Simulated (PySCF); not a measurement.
C3H2ClF.
Structure used (GFN2-xTB), in Å, numbered top down from 1:
```
atom  x, y, z in Å
F1     1.897   -0.732   -0.751
C2     0.828   -0.144   -0.280
C3     0.148    0.942   -0.055
C4    -0.473   -0.364    0.371
Cl5   -1.824   -1.033   -0.582
H6     0.009    1.991   -0.138
H7    -0.582   -0.655    1.407
```

Probes without a nucleus sit at each ring's centroid and 1 Å off its mean plane on both sides; NICS is minus the shielding there, NICSzz its component along the normal. Level: GIAO PBE0/pcSseg-1 (PySCF, non-relativistic, gas phase) on the GFN2-xTB geometry, one conformer.

Ring bond lengths (Å), with Mayer bond orders in brackets: C2–C3 1.301 (1.68), C3–C4 1.508 (0.85), C4–C2 1.472 (1.03).

Question: What do the NICS probes read (ppm)?

Answer: 
| ring | type | NICS(0) | NICS(1), two faces | NICS(1)zz, two faces | rms pucker (Å) | centre to ring atoms, mean (Å) |
| --- | --- | --- | --- | --- | --- | --- |
| C2–C3–C4 | 3-membered carbocycle; formal bonds 1 double, 2 single | -31.4 | -4.5 / -7.7 | -7.9 / -15.0 | 0.00 | 0.82 |

Question: What can be read from them?

Answer: 
- C2–C3–C4: mean NICS(1)zz -11.4 ppm, shielded. C4 has four or more neighbours, so the value isn't read as a sign of a π ring current. The two faces differ by 7.1 ppm, so no symmetry operation interchanges them. NICS(0) lies 25 ppm below the mean NICS(1).

Question: At the second NICS(1) probe listed for ring C2–C3–C4, 1 Å off the ring, how large is the induced field along the normal in 1 T applied along it?

Answer: NICSzz × B0 = -15.0 ppm × 1 T = -15 μT, against the applied field.

Question: Give the inner angles of the rings and the Hirshfeld charges of the ring atoms.

Answer: 
- C2–C3–C4: C2 65.5° (+0.092 e), C3 62.7° (-0.054 e), C4 51.8° (-0.020 e); sum 180.0° against 180° for a flat convex ring.

Question: What are the shieldings of the ring atoms and their hydrogens in the same run (means over atoms taken as equivalent)?

Answer: 
```
atoms         environment  σ isotropic (ppm)  principal values of the symmetric part, first atom (ppm)
   C2  vinylic C–F carbon               24.3                                        -99.9, 72.0, 100.9
   C3    alkene CH carbon               96.4                                         7.9, 109.6, 171.6
   C4     sp3 C–Cl carbon              136.7                                        94.0, 110.8, 205.2
   H6    vinylic hydrogen              26.11                                          23.6, 25.1, 29.7
   H7    methine hydrogen              27.23                                          20.0, 26.3, 35.4
```
